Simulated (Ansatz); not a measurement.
CsCl-type TlCl: LDA at its full settings (plane-wave cutoff 520 eV, 10×10×10 k mesh, Fermi–Dirac smearing 0.01 eV, scalar-relativistic PAW data made under PBE) and at cheaper ones, in a cell of 2 atoms with Γ-centred meshes.

```csv
level and setting,lattice constant a (Å),bulk modulus B0 (GPa)
LDA (Ansatz),3.694,37.6
LDA (Γ point alone) (Ansatz),3.540,61.4
LDA (2×2×2 k mesh) (Ansatz),3.841,31.0
LDA (4×4×4 k mesh) (Ansatz),3.700,37.6
```

Largest shifts from the full settings: lattice constant a -4.17 % (LDA (Γ point alone)), against a difference of -3.85 % of the full result from the reference 3.842 Å (measured, temperature not stated, not corrected to a static lattice; as tabulated in Wikipedia's data pages); bulk modulus +63 % (LDA (Γ point alone)).

Ansatz's density-functional and Hartree–Fock values are scalar-relativistic unless marked +SOC, with PAW data made under PBE.

Run with cheap settings on purpose, which may leave them unconverged: LDA (2×2×2 k mesh), LDA (4×4×4 k mesh), LDA (Γ point alone).

Ansatz is an electronic-structure program.
